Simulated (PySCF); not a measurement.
PySCF input (HF/def2-TZVPD):

```python
from pyscf import gto, scf, dft

mol = gto.M(
    atom='''
    O     0.01896663   -0.71043085    0.00501195
    C    -0.00767407    0.70487061   -0.00510197
    C     1.32701526   -1.23358840   -0.00630597
    C    -1.44885685    1.16522519    0.00822254
    H     0.53191605    1.09348631    0.87107085
    H     0.51138476    1.08044940   -0.89918082
    H     1.24509694   -2.31950930    0.00264131
    H     1.87638747   -0.92393236   -0.90539463
    H     1.89703806   -0.91081970    0.87514254
    H    -1.97905540    0.78806055   -0.86721785
    H    -1.95854557    0.80108383    0.90118280
    H    -1.49886130    2.25558362    0.00077261
    ''',
    basis='def2-tzvpd',
    charge=0,
    spin=0,
    verbose=4,
)

mf = scf.RHF(mol).density_fit(auxbasis='def2-universal-jkfit')
mf.conv_tol = 1e-9
mf.max_cycle = 100
mf.max_memory = 1500
mf.kernel()
if not mf.converged:
    mf = mf.newton()
    mf.kernel(mf.make_rdm1())
mf.analyze()
```

Output:

```
PySCF version 2.14.0

[INPUT] verbose = 4
[INPUT] num. atoms = 12
[INPUT] num. electrons = 34
[INPUT] charge = 0
[INPUT] spin (= nelec alpha-beta = 2S) = 0
[INPUT] symmetry False subgroup None
[INPUT] Mole.unit = angstrom
[INPUT] Symbol           X                Y                Z      unit          X                Y                Z       unit  Magmom
[INPUT]  1 O      0.018966630000  -0.710430850000   0.005011950000 AA    0.035841736206  -1.342519736942   0.009471212850 Bohr   0.0
[INPUT]  2 C     -0.007674070000   0.704870610000  -0.005101970000 AA   -0.014501890561   1.332012406155  -0.009641325996 Bohr   0.0
[INPUT]  3 C      1.327015260000  -1.233588400000  -0.006305970000 AA    2.507695404518  -2.331144226440  -0.011916556250 Bohr   0.0
[INPUT]  4 C     -1.448856850000   1.165225190000   0.008222540000 AA   -2.737942640200   2.201956482544   0.015538348648 Bohr   0.0
[INPUT]  5 H      0.531916050000   1.093486310000   0.871070850000 AA    1.005175655760   2.066389646861   1.646085341592 Bohr   0.0
[INPUT]  6 H      0.511384760000   1.080449400000  -0.899180820000 AA    0.966377140676   2.041753457451  -1.699205486262 Bohr   0.0
[INPUT]  7 H      1.245096940000  -2.319509300000   0.002641310000 AA    2.352892215134  -4.383237320382   0.004991352510 Bohr   0.0
[INPUT]  8 H      1.876387470000  -0.923932360000  -0.905394630000 AA    3.545858421866  -1.745979118023  -1.710947885352 Bohr   0.0
[INPUT]  9 H      1.897038060000  -0.910819700000   0.875142540000 AA    3.584882381276  -1.721199781859   1.653779720556 Bohr   0.0
[INPUT] 10 H     -1.979055400000   0.788060550000  -0.867217850000 AA   -3.739872691342   1.489218609074  -1.638804226834 Bohr   0.0
[INPUT] 11 H     -1.958545570000   0.801083830000   0.901182800000 AA   -3.701114729780   1.513829041518   1.702988680169 Bohr   0.0
[INPUT] 12 H     -1.498861300000   2.255583620000   0.000772610000 AA   -2.832437355710   4.262435292855   0.001460021301 Bohr   0.0

nuclear repulsion = 133.614663988484
number of shells = 93
number of NR pGTOs = 299
number of NR cGTOs = 223
basis = def2-tzvpd
ecp = {}

******** <class 'pyscf.df.df_jk.DFRHF'> ********
method = DFRHF
initial guess = minao
damping factor = 0
level_shift factor = 0
DIIS = <class 'pyscf.scf.diis.CDIIS'>
diis_start_cycle = 1
diis_space = 8
diis_damp = 0
SCF conv_tol = 1e-09
SCF conv_tol_grad = None
SCF max_cycles = 100
direct_scf = False
Set gradient conv threshold to 3.16228e-05
Initial guess from minao.
******** <class 'pyscf.df.df.DF'> ********
auxbasis = def2-universal-jkfit
init E= -193.634371706745
  HOMO = -0.318148467792977  LUMO = 0.0545851903996065  gap/eV = 10.14260
cycle= 1 E= -193.112918427908  delta_E= 0.521  |g|= 0.537  |ddm|=  2.3
  HOMO = -0.381175587344075  LUMO = 0.0675419508247078  gap/eV = 12.21023
cycle= 2 E= -193.167975050266  delta_E= -0.0551  |g|= 0.298  |ddm|= 0.664
  HOMO = -0.427567754513724  LUMO = 0.071933088800638  gap/eV = 13.59211
cycle= 3 E= -193.183290784698  delta_E= -0.0153  |g|= 0.0637  |ddm|= 0.195
  HOMO = -0.416123970117553  LUMO = 0.0729356992063694  gap/eV = 13.30799
cycle= 4 E= -193.184303541442  delta_E= -0.00101  |g|= 0.0135  |ddm|= 0.0867
  HOMO = -0.420771738358855  LUMO = 0.072697694833132  gap/eV = 13.42799
cycle= 5 E= -193.184357495735  delta_E= -5.4e-05  |g|= 0.0028  |ddm|= 0.0153
  HOMO = -0.420230670569889  LUMO = 0.0727518773175781  gap/eV = 13.41474
cycle= 6 E= -193.184360691838  delta_E= -3.2e-06  |g|= 0.000658  |ddm|= 0.00737
[...]
cycle= 10 E= -193.184360932814  delta_E= -1.05e-10  |g|= 3.69e-06  |ddm|= 6.24e-05
  HOMO = -0.420469992760591  LUMO = 0.0727546472865978  gap/eV = 13.42133
Extra cycle  E= -193.184360932821  delta_E= -6.42e-12  |g|= 1.67e-06  |ddm|= 1.24e-05
converged SCF energy = -193.184360932821
**** SCF Summaries ****
Total Energy =                        -193.184360932820567
Nuclear Repulsion Energy =             133.614663988483898
One-electron Energy =                 -526.786279961792502
Two-electron Energy =                  199.987255040488037
Two-electron Coulomb Energy =          226.672027773130139
DFT Exchange-Correlation Energy =      -26.684772732642102
HOMO-LUMO gap [eV] =                    13.421326074899598
**** MO energy ****
MO #1   energy= -20.5514368375763  occ= 2
MO #2   energy= -11.2715589012636  occ= 2
MO #3   energy= -11.2667922206403  occ= 2
MO #4   energy= -11.2110551323717  occ= 2
MO #5   energy= -1.37079294543991  occ= 2
MO #6   energy= -1.02405236172531  occ= 2
MO #7   energy= -0.913281098020963 occ= 2
MO #8   energy= -0.829416949653787 occ= 2
MO #9   energy= -0.668062899167389 occ= 2
MO #10  energy= -0.6528698189031   occ= 2
MO #11  energy= -0.625073866166503 occ= 2
MO #12  energy= -0.581668954818007 occ= 2
MO #13  energy= -0.535248128009421 occ= 2
MO #14  energy= -0.507343985511741 occ= 2
MO #15  energy= -0.501974601036728 occ= 2
MO #16  energy= -0.474788451422906 occ= 2
MO #17  energy= -0.420469992760591 occ= 2
MO #18  energy= 0.0727546472865978 occ= 0
MO #19  energy= 0.0851273659293146 occ= 0
MO #20  energy= 0.101586645377558  occ= 0
MO #21  energy= 0.111574469612085  occ= 0
MO #22  energy= 0.123609863293203  occ= 0
MO #23  energy= 0.145780534824691  occ= 0
MO #24  energy= 0.166791732539176  occ= 0
MO #25  energy= 0.168272184545213  occ= 0
MO #26  energy= 0.173271330921984  occ= 0
MO #27  energy= 0.185849593516506  occ= 0
MO #28  energy= 0.194489493409952  occ= 0
MO #29  energy= 0.202037456098718  occ= 0
MO #30  energy= 0.231399630860609  occ= 0
MO #31  energy= 0.231424943406359  occ= 0
MO #32  energy= 0.242862518986829  occ= 0
MO #33  energy= 0.25471683162842   occ= 0
MO #34  energy= 0.271479731092388  occ= 0
MO #35  energy= 0.278633913493822  occ= 0
MO #36  energy= 0.30449981204553   occ= 0
MO #37  energy= 0.306972470312903  occ= 0
MO #38  energy= 0.315457654558791  occ= 0
MO #39  energy= 0.316243240826648  occ= 0
MO #40  energy= 0.326754970936953  occ= 0
MO #41  energy= 0.331525787144861  occ= 0
MO #42  energy= 0.352054784159407  occ= 0
MO #43  energy= 0.366570878147725  occ= 0
MO #44  energy= 0.369363072510429  occ= 0
MO #45  energy= 0.373048029341284  occ= 0
MO #46  energy= 0.375283958284396  occ= 0
MO #47  energy= 0.384834276051321  occ= 0
MO #48  energy= 0.398938681885366  occ= 0
MO #49  energy= 0.407846804960173  occ= 0
MO #50  energy= 0.412836540747721  occ= 0
MO #51  energy= 0.415665494208018  occ= 0
MO #52  energy= 0.419037306950748  occ= 0
MO #53  energy= 0.420958492285049  occ= 0
MO #54  energy= 0.424887187793098  occ= 0
MO #55  energy= 0.438993713023298  occ= 0
MO #56  energy= 0.448878860213565  occ= 0
MO #57  energy= 0.451551424635837  occ= 0
MO #58  energy= 0.458460596358331  occ= 0
MO #59  energy= 0.474552878128519  occ= 0
MO #60  energy= 0.475412294534161  occ= 0
MO #61  energy= 0.483667282506693  occ= 0
MO #62  energy= 0.499536246640953  occ= 0
MO #63  energy= 0.502705670333613  occ= 0
MO #64  energy= 0.522928242914894  occ= 0
MO #65  energy= 0.526590424306252  occ= 0
MO #66  energy= 0.53401973580113   occ= 0
MO #67  energy= 0.548471673994896  occ= 0
MO #68  energy= 0.549018846142063  occ= 0
MO #69  energy= 0.562694245221609  occ= 0
MO #70  energy= 0.576048262158895  occ= 0
MO #71  energy= 0.578339512936232  occ= 0
MO #72  energy= 0.601044132218403  occ= 0
MO #73  energy= 0.611723089499202  occ= 0
MO #74  energy= 0.614171182780042  occ= 0
MO #75  energy= 0.626893163639639  occ= 0
MO #76  energy= 0.6710709182412    occ= 0
MO #77  energy= 0.686806842832402  occ= 0
MO #78  energy= 0.726863291916343  occ= 0
MO #79  energy= 0.73431363026044   occ= 0
MO #80  energy= 0.771940401940408  occ= 0
MO #81  energy= 0.778361388081675  occ= 0
MO #82  energy= 0.789555173620023  occ= 0
MO #83  energy= 0.803028002977139  occ= 0
MO #84  energy= 0.815710547929836  occ= 0
MO #85  energy= 0.829660703270239  occ= 0
MO #86  energy= 0.853540193198174  occ= 0
MO #87  energy= 0.864011225847354  occ= 0
MO #88  energy= 0.867498918365017  occ= 0
MO #89  energy= 0.874105272459653  occ= 0
MO #90  energy= 0.875067488611442  occ= 0
MO #91  energy= 0.875302560740595  occ= 0
MO #92  energy= 0.917753724898333  occ= 0
MO #93  energy= 0.923491053858526  occ= 0
MO #94  energy= 0.930942590748697  occ= 0
MO #95  energy= 0.961573906023609  occ= 0
MO #96  energy= 0.96769134159598   occ= 0
MO #97  energy= 0.999185866752988  occ= 0
MO #98  energy= 1.04941071960417   occ= 0
MO #99  energy= 1.09733155923947   occ= 0
MO #100 energy= 1.10700974930479   occ= 0
MO #101 energy= 1.10706136272793   occ= 0
MO #102 energy= 1.16934792022794   occ= 0
MO #103 energy= 1.17482739855961   occ= 0
MO #104 energy= 1.21754238338916   occ= 0
MO #105 energy= 1.23553400243822   occ= 0
MO #106 energy= 1.24504542550783   occ= 0
MO #107 energy= 1.28064282533447   occ= 0
[...]
```
